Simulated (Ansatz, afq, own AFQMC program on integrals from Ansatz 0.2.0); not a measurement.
# Where AFQMC and coupled cluster stand for CH$_{4}$GeN, doublet

```xyz
7

Ge   -0.9186    0.0000    0.0000
H    -1.4301    1.4466    0.0000
H    -1.4301   -0.7233    1.2528
H    -1.4301   -0.7233   -1.2528
H     0.7224    0.0000    0.0000
N     3.2385    0.0000    0.0000
C     2.0784    0.0000    0.0000
```

Basis cc-pVDZ. Noble-gas cores (and the filled d shells of Ga–Kr and In–Xe) are frozen. Integrals, coupled cluster, full CI and functionals: Ansatz 0.2.0; the random walks run on the same integrals in our own AFQMC program. ph-AFQMC/CISD is guided by a CISD state made of CCSD amplitudes; releasing the constraint for a short imaginary time cuts its bias at the price of noise, slowly where states lie close. Error bars are statistical, one sigma. No spin–orbit coupling.

Determinant: ROHF, the one that the program's search chose, which needn't be the lowest solution. The geometry is a point of a scan.

No full CI on the walks' own integrals is used here; CCSDT(Q) serves as the reference and is uncertain by about the last step of the cluster series.

Cautions: no relativity below Rb; no spin-orbit coupling; inner d shell frozen; higher spins were not checked; a spin-contaminated unrestricted determinant lies lower (UHF 298 meV lower, ⟨S²⟩ 0.98); the released energies move by 1.5 errors or more from one time to the next, so no released level is given (meV from the phaseless value at times in 1/Eh: -11 ± 7 at 0.24, -29 ± 7 at 0.51, -24 ± 7 at 0.99, -41 ± 10 at 1.50), though the last usable value meets CCSDT(Q) within the noise.

```
T1 diagnostic                               : 0.0217
weight of the determinant in the CISD state : 0.818
size of the correlated space                : 17 electrons in 59 orbitals
```

Reference: CCSDT(Q), correlation energy -12.213 eV.

```csv
level,E − E(reference) (kJ/mol),share of correlation (%)
HF,1178.4,0.00
MP2,136.7,88.40
CCSD,50.0,95.75
CCSD(T),6.6,99.44
CCSDT,4.5,99.62
ph-AFQMC/HF,-1.0 ± 3.1,100.08
ph-AFQMC/CISD,2.9 ± 0.6,99.76
```

A walk keeps the symmetry of its determinant, which the program's search chose and which needn't be the lowest solution, so a lower state of the same spin and another symmetry isn't excluded.
